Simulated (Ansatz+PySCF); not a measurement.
Values are calculated unless marked as measured or tabulated.
Several solutions for singlet CS

```yaml
atoms:
  - { symbol: C, position_ang: [0.0000, 0.0000, -2.2330] }
  - { symbol: S, position_ang: [0.0000, 0.0000, 0.8374] }
```

Basis set: cc-pVDZ (spherical functions). Charge 0, multiplicity 1.

UHF was run from several starts with Ansatz (development build ahead of 0.2.0) and PySCF 2.14.0.

| run | program | start | converged | energy (hartree) | <S²> |
| --- | --- | --- | --- | --- | --- |
| A | PySCF | guess 1e, instabilities followed | yes | -435.18497 | 1.95 |
| B | PySCF | guess huckel, instabilities followed | yes | -435.14415 | 1.95 |
| C | Ansatz | stability test followed | yes | -435.14415 | 1.95 |
| D | Ansatz | atomic start, no search | yes | -435.03096 | 0.00 |
| E | PySCF | guess minao, instabilities followed | yes | -435.18497 | 1.95 |
| F | Ansatz | search for the lowest state | yes | -435.18667 | 2.01 |
| G | PySCF | guess atom, instabilities followed | yes | -435.14415 | 1.95 |
| H | PySCF | program defaults | no | – | – |

Task: Which runs reached the lowest solution of this kind, and what is wrong with the others?

Result: F reached the lowest solution found. Converged but too high: A by 0.05 eV, B by 1.16 eV, C by 1.16 eV, D by 4.24 eV, E by 0.05 eV, G by 1.16 eV. Convergence only shows a stationary point, and even a stable one can lie too high; stability tests and further starts are what find lower ones. Not converged: H. Caution: the unrestricted determinant is a mixture of spin states.
